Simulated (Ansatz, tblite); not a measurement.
# BH2(OEt) (C2H7BO): spin-state energies by level

Aim: set other spin states of BH2(OEt) (C2H7BO) against its singlet, on many levels of theory.

Method: as each input shows; program: Ansatz 0.2.0, Gaussian basis.

Plan: triplet, at the geometry of the singlet (GFN1-xTB, GFN2-xTB, PBE0-D4/def2-TZVP, PBE-D4/def2-TZVP, r2SCAN-D4/def2-TZVP); the singlet's energies come from earlier runs.

### 1 The structure

The geometry is that of the singlet, from an earlier relaxation (r2SCAN-D4/def2-SVP).

11 atoms, charge 0, spin multiplicity 1.

Bond lengths: B1–H2 1.216 Å, B1–H3 1.208 Å, B1–O4 1.342 Å, O4–C5 1.427 Å, C5–C6 1.513 Å, C5–H7 1.105 Å, C5–H8 1.103 Å, C6–H9 1.101 Å, C6–H10 1.101 Å, C6–H11 1.101 Å. Angles: H2–B1–H3 122.9°, H2–B1–O4 120.3°, H3–B1–O4 116.8°, B1–O4–C5 122.8°, O4–C5–C6 110.1°, O4–C5–H7 109.6°, O4–C5–H8 107.0°, C6–C5–H7 111.3°, C6–C5–H8 110.6°, H7–C5–H8 108.1°, C5–C6–H9 110.3°, C5–C6–H10 110.6°, C5–C6–H11 110.9°, H9–C6–H10 108.4°, H9–C6–H11 108.3°, H10–C6–H11 108.2°.

Geometry (Å):

```
B     0.90137    1.47577   -0.94583
H     1.99771    1.13807   -0.54230
H     0.74799    2.25960   -1.85251
O    -0.20991    0.97612   -0.38278
C    -0.17825    0.02691    0.68232
C    -0.72381   -1.30375    0.21111
H     0.85620   -0.07463    1.05835
H    -0.80025    0.43549    1.49641
H    -0.76288   -2.01879    1.04732
H    -1.74077   -1.18407   -0.19233
H    -0.08741   -1.73070   -0.57976
```

### 2 Triplet at the fixed geometry, GFN1-xTB

Tight binding, by tblite at 300 K electronic temperature and without a spin-polarisation term:

```python
tblite.interface.Calculator('GFN1-xTB', numbers, positions, charge=0, uhf=2).singlepoint()
```

Energy -377.8004 eV; 0.004 s.

### 3 Triplet at the fixed geometry, GFN2-xTB

Tight binding, by tblite at 300 K electronic temperature and without a spin-polarisation term:

```python
tblite.interface.Calculator('GFN2-xTB', numbers, positions, charge=0, uhf=2).singlepoint()
```

Energy -352.7083 eV; 0.003 s.

### 4 Triplet at the fixed geometry, PBE0-D4/def2-TZVP

The input, in.yaml:

```yaml
crystal:
  periodic: [false, false, false]
  atoms:
    - {symbol: B, position_ang: [0.901373, 1.475771, -0.945825]}
    - {symbol: H, position_ang: [1.997715, 1.138068, -0.542304]}
    - {symbol: H, position_ang: [0.747985, 2.259595, -1.852510]}
    - {symbol: O, position_ang: [-0.209909, 0.976123, -0.382777]}
    - {symbol: C, position_ang: [-0.178252, 0.026912, 0.682322]}
    - {symbol: C, position_ang: [-0.723807, -1.303753, 0.211113]}
    - {symbol: H, position_ang: [0.856197, -0.074629, 1.058348]}
    - {symbol: H, position_ang: [-0.800252, 0.435492, 1.496414]}
    - {symbol: H, position_ang: [-0.762877, -2.018790, 1.047318]}
    - {symbol: H, position_ang: [-1.740769, -1.184073, -0.192327]}
    - {symbol: H, position_ang: [-0.087414, -1.730704, -0.579760]}
basis:
  gaussian: {orbitals: def2-TZVP}
magnetization: {spin_polarized: true, initial_magnetization: 2}
hamiltonian: {xc: pbe0, dispersion: d4}
scf: {omitted_lower_state_checks: [starts]}
output: {orbitals: {seedname: orbitals}}
```

Launch:

```sh
$ ansatz run in.yaml --threads 2 --pin off --events-out ev --progress --plain --max-ram 32768MiB --backend cpu
```

The log of the run:

```text
Functional definition: PBE0
  name "PBE0"
  cite "Adamo & Barone, J. Chem. Phys. 110, 6158 (1999) doi:10.1063/1.478522"
  cite "Perdew, Burke & Ernzerhof, Phys. Rev. Lett. 77, 3865 (1996) doi:10.1103/PhysRevLett.77.3865"
  parent pbe
  parameter a = 0.25
  parameter kappa = 0.804
  parameter beta = 0.06672455060314922
  exchange = (1 - a)*pbe_x(kappa = kappa, mu = beta*pi^2/3) + a*exact_x
  correlation = pbe_c(beta = beta)
these checks for a lower state are left out or cut short: starts
988 factors; their error is unknown
mean field evaluation 1: about -4895.9963 eV, gradient 3.8e1 eV
mean field evaluation 2: about -4889.4821 eV, gradient 5.4e1 eV
mean field evaluation 4: about -4902.4445 eV, gradient 2.2e0 eV
mean field evaluation 8: about -4902.4675 eV, gradient 7.1e-2 eV
mean field evaluation 16: about -4902.4601 eV, gradient 1.4e-3 eV
mean field -4902.46014284 eV, -180.1620872426 hartree, gradient 1.6e-5 eV, S^2 2.005376; 0 other end points of the search recorded, 0 dependent functions left out
reference -4902.46017968 eV, -180.1620885965 hartree; 17, 15 occupied and 149, 151 virtual orbitals, 988 factors
Total energy: -4902.58779024 eV, -180.1667781978 hartree
Checks for a lower state left out: starts
```

Wall time 4.4 s (2 threads of AMD EPYC 7R13, shared host).

HOMO -3.08 eV, LUMO -6.33 eV (over both spins; with the spin held, an empty level of the minority spin lies below the top filled one); ⟨S²⟩ 2.005 (pure: 2.00).

### 5 Triplet at the fixed geometry, PBE-D4/def2-TZVP

start.molden holds the orbitals of an earlier run on this state, given as this run's starting guess.

in.yaml, as its differences from that of step 4:

```diff
@@ -15,5 +15,5 @@
 basis:
-  gaussian: {orbitals: def2-TZVP}
+  gaussian: {orbitals: def2-TZVP, initial_orbitals: start.molden}
 magnetization: {spin_polarized: true, initial_magnetization: 2}
-hamiltonian: {xc: pbe0, dispersion: d4}
+hamiltonian: {xc: pbe, dispersion: d4}
 scf: {omitted_lower_state_checks: [starts]}
```

Same command.

The log of the run:

```text
Functional definition: PBE
  name "PBE"
  cite "Perdew, Burke & Ernzerhof, Phys. Rev. Lett. 77, 3865 (1996) doi:10.1103/PhysRevLett.77.3865"
  parent pbe
  parameter kappa = 0.804
  parameter beta = 0.06672455060314922
  exchange = pbe_x(kappa = kappa, mu = beta*pi^2/3)
  correlation = pbe_c(beta = beta)
these checks for a lower state are left out or cut short: starts
988 factors; their error is unknown
mean field evaluation 1: about -4902.0806 eV, gradient 5.8e0 eV
mean field evaluation 2: about -4902.1683 eV, gradient 1.2e-1 eV
mean field evaluation 4: about -4902.1370 eV, gradient 7.2e-3 eV
mean field evaluation 8: about -4902.1370 eV, gradient 1.4e-5 eV
mean field -4902.13702720 eV, -180.1502129617 hartree, gradient 1.4e-5 eV, S^2 2.002739; 0 other end points of the search recorded, 0 dependent functions left out
reference -4902.13707706 eV, -180.1502147941 hartree; 17, 15 occupied and 149, 151 virtual orbitals, 988 factors
Total energy: -4902.29037526 eV, -180.1558483991 hartree
Checks for a lower state left out: starts
```

Run time: 3.3 s. Hardware: 2 threads of AMD EPYC 7R13, shared host.

HOMO -2.05 eV, LUMO -7.20 eV (over both spins; with the spin held, an empty level of the minority spin lies below the top filled one); ⟨S²⟩ 2.003 (pure: 2.00).

### 6 Triplet at the fixed geometry, r2SCAN-D4/def2-TZVP

in.yaml, as its differences from that of step 5:

```diff
@@ -17,3 +17,3 @@
 magnetization: {spin_polarized: true, initial_magnetization: 2}
-hamiltonian: {xc: pbe, dispersion: d4}
+hamiltonian: {xc: r2scan, dispersion: d4}
 scf: {omitted_lower_state_checks: [starts]}
```

Launched as before.

The log of the run:

```text
Functional definition: r2SCAN
  name "r2SCAN"
  cite "Furness, Kaplan, Ning, Perdew & Sun, J. Phys. Chem. Lett. 11, 8208 (2020) doi:10.1021/acs.jpclett.0c02405"
  cite "Furness, Kaplan, Ning, Perdew & Sun, J. Phys. Chem. Lett. 11, 9248 (2020) doi:10.1021/acs.jpclett.0c03077"
  parent r2scan
  parameter k0 = 0.174
  parameter k1 = 0.065
  parameter a1 = 4.9479
  exchange = r2scan_x(k0 = k0, k1 = k1, a1 = a1)
  correlation = r2scan_c
these checks for a lower state are left out or cut short: starts
988 factors; their error is unknown
mean field evaluation 1: about -4905.6825 eV, gradient 3.2e0 eV
mean field evaluation 2: about -4905.7171 eV, gradient 4.2e-2 eV
mean field evaluation 4: about -4905.6891 eV, gradient 2.2e-3 eV
mean field evaluation 8: about -4905.6891 eV, gradient 2.0e-5 eV
mean field -4905.68914338 eV, -180.2807508238 hartree, gradient 2.0e-5 eV, S^2 2.006653; 0 other end points of the search recorded, 0 dependent functions left out
reference -4905.68916099 eV, -180.2807514707 hartree; 17, 15 occupied and 149, 151 virtual orbitals, 988 factors
Total energy: -4905.72814773 eV, -180.2821842069 hartree
Checks for a lower state left out: starts
```

It took 5.5 s on 2 threads of AMD EPYC 7R13, shared host.

Report: HOMO -2.30 eV, LUMO -7.10 eV (over both spins; with the spin held, an empty level of the minority spin lies below the top filled one); ⟨S²⟩ 2.007 (pure: 2.00).

### 7 Triplet less singlet, vertical

The singlet's energies are those of its earlier runs, whose logs aren't repeated here.

```csv
level,"triplet less singlet, vertical (kcal/mol)",time
GFN1-xTB,+147.0,0.008 s
GFN2-xTB,+141.4,0.006 s
PBE-D4/def2-TZVP,+123.9,4.7 s
r2SCAN-D4/def2-TZVP,+125.9,7.9 s
PBE0-D4/def2-TZVP,+131.1,6.3 s
```

Times add the two runs; a level without a time comes out of a correlated run. Tight binding without a spin term can't rank spin states.

### 8 Summary of results

```
                                                quantity                                         value
triplet less singlet, vertical, functionals in def2-TZVP  +123.9 (PBE-D4) to +131.1 kcal/mol (PBE0-D4)
```

All functionals put the triplet above the singlet, over a spread of 7.3 kcal/mol. The checks for a lower triplet were left out, so another state of that spin may lie lower. These are electronic energies, without zero-point motion, entropy or surroundings.
